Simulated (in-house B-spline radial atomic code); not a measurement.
Values are calculated unless marked as measured or tabulated.
## Stopping and range of 1 keV H in Si

The pair potential comes from two frozen, spherical free-atom densities (PBE, B-spline radial code, scalar-relativistic past argon): electrostatics plus the change in Thomas-Fermi kinetic and Dirac exchange energy where they overlap, the recipe behind the universal ZBL potential, which averages such potentials (from solid-state densities) over many pairs. It is written V = (Z1 Z2 e²/r) φ(r/a), with e² = 14.3996 eV·Å and a = 0.46850 Å/(Z1^0.23 + Z2^0.23); ZBL's fit is φ = 0.18175 e^(−3.1998x) + 0.50986 e^(−0.94229x) + 0.28022 e^(−0.4029x) + 0.02817 e^(−0.20162x). Where φ falls below 4e-4 it is continued as an exponential.

The target is taken as amorphous, with density 2.329 g/cm³ (NSM archive of the Ioffe Institute); channelling is ignored. Masses: H 1.01, Si 28.09 u. Nuclear stopping is S_n = 4π a Z1 Z2 e² M1/(M1 + M2) × s_n(ε), with s_n integrated over impact parameters for each pair. Electronic stopping is Lindhard and Scharff's S_e = Z1^(1/6) 8π e² a0 Z1 Z2/(Z1^(2/3) + Z2^(2/3))^(3/2) × v/v0, with a0 = 0.529177 Å and v = v0 at 24.801 keV/u; it misses the oscillations with Z1 seen in experiment, which reach tens of per cent. Compounds add by atom fraction.

```json
{"target atom": "Si", "a (Å)": "0.16526", "ε at this energy": "0.7913", "s_n, this pair": "0.3399", "s_n, ZBL potential": "0.3254"}
```

Task: What are the atom density and the stopping powers at entry?

Result: N = 2.329 × 0.602214/28.09 = 0.04993 atoms/Å³. For Si: S_n = 14.53 × 0.3399 = 4.939 eV·Å², S_e = 0.9535 × √1000 = 30.15 eV·Å². Averaged over the target's atoms and times N × 10 Å/nm, the ion loses N S_n = 2.47 eV/nm to recoils and N S_e = 15.1 eV/nm to electrons; the nuclear share is 14 %.

Along the track:

```json
{"E (keV)": "0.05", "N S_n (eV/nm)": "2.16", "N S_e (eV/nm)": "3.37"}
{"E (keV)": "0.15", "N S_n (eV/nm)": "2.57", "N S_e (eV/nm)": "5.83"}
{"E (keV)": "0.3", "N S_n (eV/nm)": "2.64", "N S_e (eV/nm)": "8.25"}
{"E (keV)": "0.5", "N S_n (eV/nm)": "2.62", "N S_e (eV/nm)": "10.6"}
{"E (keV)": "0.75", "N S_n (eV/nm)": "2.55", "N S_e (eV/nm)": "13"}
{"E (keV)": "1", "N S_n (eV/nm)": "2.47", "N S_e (eV/nm)": "15.1"}
```

Task: Estimate the path length and the projected range.

Result: With continuous slowing down the path is the integral of dE/(N (S_n + S_e)). Trapezoids over the table give 80.1 nm, and the stretch below the first row, with stopping taken as √E, adds 2E/(N S) = 18 nm: 98.2 nm in all, against 90.4 nm on a fine grid from 5 eV, a cut that itself drops some per cent of so short a path. Deflections shorten the depth: to first order in the energy passed on, N (S_n + S_e) dR_p/dE = 1 − N S_n (M2/M1) R_p/(2E), summed over the target's atoms, and integrating this on the fine grid gives R_p = 19.6 nm, 0.22 of the path. Lindhard's rule of thumb R/(1 + M2/3M1), with mean M2/M1 = 27.81, gives 8.8 nm; it assumes that nuclear stopping leads, so it comes too short here. On the ZBL potential the same equation gives 20.2 nm, and the full integral equation, which keeps hard collisions, 20.5 nm.
